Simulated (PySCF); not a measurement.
5-methylthiazole, C4H5NS.
SMILES with atom numbers: `[CH3:1][c:2]1[cH:3][n:4][cH:5][s:6]1` (hydrogens: H7, H8, H9 on C1; H10 on C3; H11 on C5)

Computed by this run: PySCF, PBE0-D3(BJ)/def2-TZVP geometry optimisation, gas phase; density fitting, grid level 2; the optimiser is geomeTRIC in internal coordinates, started from a GFN2-xTB structure.

Step 0: E = -16546.7987 eV
```
atom  x, y, z in Å  |  force x, y, z in eV/Å
C1     -1.7611   -0.1877   -0.0060    0.180  -0.096   0.004
C2     -0.2792   -0.1009   -0.0005    0.016  -0.293   0.018
C3      0.5144    1.0048   -0.0372   -0.246  -0.392   0.005
N4      1.8488    0.7765   -0.0206    0.492   0.628  -0.016
C5      2.1128   -0.4735    0.0290   -0.308  -0.767   0.024
S6      0.7233   -1.5183    0.0599    0.056   0.788  -0.029
H7     -2.1204   -0.6889    0.8925   -0.134  -0.002   0.069
H8     -2.1093   -0.7572   -0.8672   -0.136  -0.007  -0.071
H9     -2.1895    0.8109   -0.0473   -0.076   0.075  -0.004
H10     0.1629    2.0196   -0.0790   -0.209   0.228  -0.008
H11     3.1027   -0.8827    0.0504    0.366  -0.164   0.009
```

Question: Estimate the geometry and energy of step 1. (The exact step hangs on the optimiser's Hessian estimate; all steps are aligned on step 0, rigid shifts and turns removed.)

Answer: E = -16546.8280 eV, largest force 0.065 eV/Å
```
atom  x, y, z in Å  |  force x, y, z in eV/Å
C1     -1.7610   -0.1912   -0.0057   -0.026  -0.016   0.000
C2     -0.2768   -0.1122    0.0011    0.058  -0.028   0.004
C3      0.5165    0.9951   -0.0383   -0.031   0.053   0.002
N4      1.8644    0.7871   -0.0220    0.004   0.019  -0.008
C5      2.1238   -0.4793    0.0291    0.031  -0.004   0.009
S6      0.7401   -1.4972    0.0629   -0.032  -0.004  -0.008
H7     -2.1447   -0.6836    0.8913   -0.002   0.009  -0.003
H8     -2.1331   -0.7459   -0.8708   -0.001   0.008   0.003
H9     -2.1817    0.8152   -0.0443    0.012  -0.016   0.001
H10     0.1339    2.0082   -0.0802    0.020  -0.021  -0.001
H11     3.1240   -0.8935    0.0509   -0.032   0.000   0.001
```

The energy changes by -0.0293 eV. The first-order estimate −F·Δx gives -0.0593 eV and the mean of the old and new forces, exact on a quadratic surface, -0.0293 eV. The step makes an angle of 57° with the force vector and moves no atom by more than 0.031 Å.

What follows is the cost of the whole optimisation. Time: 43 s; peak memory 0.95 GiB. Hardware: an Arm Neoverse V2 with one thread, shared host with 96 logical CPUs at a one-minute load of 16.
